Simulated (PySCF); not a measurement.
## Atomic charges against the basis set

Species: (CH3)2CHCHF2, C4H8F2.
Numbering: `[CH3:1][CH:2]([CH3:3])[CH:4]([F:5])[F:6]` (hydrogens: H7, H8, H9 on C1; H10 on C2; H11, H12, H13 on C3; H14 on C4)

PBE0 throughout (PySCF), one geometry, spherical d and f functions. Isolated species at its PBE0-D3(BJ)/def2-SVP geometry (one conformer only). Atoms taken as equivalent share a column and are averaged.

Mulliken charges (e):

| basis | functions | C1/C3 | C2 | C4 | F5/F6 | H7 (×6) | H10 | H14 |
| --- | --- | --- | --- | --- | --- | --- | --- | --- |
| STO-3G | 38 | -0.234 | -0.076 | +0.153 | -0.119 | +0.081 | +0.081 | +0.063 |
| 6-31G | 70 | -0.492 | -0.245 | +0.456 | -0.319 | +0.177 | +0.186 | +0.162 |
| 6-31G* | 100 | -0.537 | -0.230 | +0.541 | -0.328 | +0.184 | +0.179 | +0.138 |
| def2-SVP | 124 | -0.053 | -0.257 | +0.461 | -0.236 | +0.050 | +0.054 | +0.021 |
| 6-311+G(2d,p) | 210 | -0.539 | +0.064 | +0.374 | -0.284 | +0.159 | +0.118 | +0.138 |
| def2-TZVP | 234 | -0.401 | -0.028 | +0.280 | -0.199 | +0.131 | +0.088 | +0.072 |

IAO charges (e):

```tsv
basis	functions	C1/C3	C2	C4	F5/F6	H7 (×6)	H10	H14
STO-3G	38	-0.391	-0.161	+0.187	-0.145	+0.135	+0.138	+0.102
6-31G	70	-0.437	-0.130	+0.392	-0.290	+0.150	+0.148	+0.142
6-31G*	100	-0.416	-0.127	+0.450	-0.302	+0.142	+0.139	+0.123
def2-SVP	124	-0.406	-0.125	+0.450	-0.303	+0.139	+0.137	+0.124
6-311+G(2d,p)	210	-0.429	-0.127	+0.450	-0.313	+0.147	+0.144	+0.136
def2-TZVP	234	-0.429	-0.129	+0.457	-0.314	+0.147	+0.144	+0.133
```

Q: Which scheme is steadiest as the basis changes?

A: Largest range over the bases for any column: IAO 0.27 e, Mulliken 0.49 e. IAO charges move least and Mulliken charges most, counted in e. Without the minimal STO-3G basis the ranges are IAO 0.07, Mulliken 0.49 e.

Q: How much do the charges still move between the two largest bases, 6-311+G(2d,p) and def2-TZVP?

A: At most, over all atoms: Mulliken 0.146 e, IAO 0.008 e.

Q: What do the same runs give for the total energy, the frontier levels and the dipole moment?

A: 
```tsv
basis	energy (Eh)	HOMO (eV)	LUMO (eV)	μ (D)
STO-3G	-351.8143	-5.00	9.00	1.15
6-31G	-356.4656	-9.04	2.53	2.31
6-31G*	-356.5461	-8.82	2.67	1.86
def2-SVP	-356.2904	-9.05	1.69	2.00
6-311+G(2d,p)	-356.6680	-9.20	0.23	2.19
def2-TZVP	-356.7010	-9.14	1.10	2.09
```

The dipole is fixed by the density alone, so its range of 1.16 D shows that the density itself changes with the basis, not only its division among atoms.
